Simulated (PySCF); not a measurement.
Potential energy of SiB⁺ along the bond

Set-up: PySCF, no relativity, basis sets Si 6-31G(d,p), B 6-31G(d,p). Energies in eV from Si⁺ + B in their ground configurations at the same level. State: ³Π (triplet), unpaired electrons σ ↑, π ↑.

All columns are UHF. A positive dipole points towards B; it is taken about the centre of mass and depends on that origin.

```csv
R (Å),E (eV),μ (D),Mulliken charge on Si (basis-dependent),HOMO (eV),LUMO (eV),Mayer bond order,⟨S²⟩
1.815,-1.457,1.09,0.79,-16.53,-7.94,1.37,2.00
1.900,-1.745,1.03,0.81,-16.01,-7.71,1.36,2.00
1.984,-1.868,1.07,0.80,-15.53,-7.51,1.34,2.01
2.048,-1.887,1.21,0.79,-15.20,-7.37,1.30,2.01
2.111,-1.874,1.49,0.75,-14.93,-7.23,1.20,2.01
2.174,-1.852,1.74,0.71,-14.77,-7.10,1.06,2.02
2.259,-1.822,1.90,0.68,-14.65,-6.92,0.90,2.03
2.364,-1.778,1.96,0.66,-14.56,-6.72,0.76,2.04
2.491,-1.710,1.96,0.64,-14.50,-6.52,0.66,2.04
2.660,-1.596,1.95,0.63,-14.44,-6.30,0.59,2.05
```

For an ion De counts to the pair picked by the measured ionisation energies or electron affinities, which need not be the lowest pair at this level. Hartree–Fock leaves out correlation, which carries a large part of most bond energies and some tenths to 1 eV of ionisation energies. The state was picked by a PBE0 search and need not be the measured ground state.
